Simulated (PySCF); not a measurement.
**Working out the ionisation energy of S**

S [Ne] 3s2 3p4 (3P) → S+ [Ne] 3s2 3p3 (4S). Computed with PySCF 2.14 in aug-cc-pVQZ-DK (7s6p4d3f2g, 84 functions), with scalar relativity by spin-free X2C-1e. Frozen: [Ne]. Energies in hartree (1 hartree = 27.21139 eV):

```tsv
part	S (lower)	S+ (upper)
UHF	-398.594064	-398.255190
MP2 opposite-spin	-0.099833	-0.071173
MP2 same-spin	-0.028468	-0.025378
```

Task: What does Hartree-Fock give?

Result: (-398.255190) − (-398.594064) = 0.338874 hartree = 9.221 eV.

Task: What do MP2 and SCS-MP2 (6/5 opposite-spin, 1/3 same-spin) give?

Result: The opposite-spin parts differ by 0.780 eV and the same-spin parts by 0.084 eV. MP2: 9.221 + (0.780) + (0.084) = 10.085 eV. SCS-MP2: 9.221 + 1.2 × (0.780) + (0.084)/3 = 10.185 eV.

Measured between the centres of the two terms (NIST): 10.336 eV, so MP2 (valence) is off by -0.251 eV.

What remains against the reference includes basis incompleteness, the frozen core and correlation beyond second order.
